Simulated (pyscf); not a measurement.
HO–Ge(Cl)(Cl)–Cl + H₂ → Cl–GeH(Cl)–Cl + H₂O (four-centre exchange; singlet surface; Ge–O, H–H broken, Ge–H, H–O formed). PySCF, gas phase, ωB97X-D3(BJ)/def2-SVP geometries. Energies in kcal/mol from the separated reactants.

```csv
level,barrier,reaction energy
ωB97X-D3(BJ)/def2-TZVP,?,+5.0
r²SCAN/def2-TZVP,43.6,+5.8
B3LYP-D3(BJ)/def2-TZVP,45.9,+4.2
PBE0-D3(BJ)/def2-TZVP,?,?
ωB97M-D3(BJ)/def2-TZVP,46.2,+3.6
HF/def2-TZVP,63.6,+2.1
```

Question: Complete the blanks.

Answer: 
- ωB97X-D3(BJ)/def2-TZVP, barrier: 47.1
- PBE0-D3(BJ)/def2-TZVP, barrier: 42.8
- PBE0-D3(BJ)/def2-TZVP, reaction energy: +3.1

The functionals in the table span 4.4 kcal/mol in this barrier, from PBE0-D3(BJ) to ωB97X-D3(BJ). On the product side the descent ends in a complex (not fully relaxed), 5.7 kcal/mol under the separated species and 47.9 kcal/mol under the saddle at ωB97X-D3(BJ)/def2-TZVP. One saddle was located; it need not be the lowest between these sides. Elements up to Kr have no core potential and no relativistic terms here.
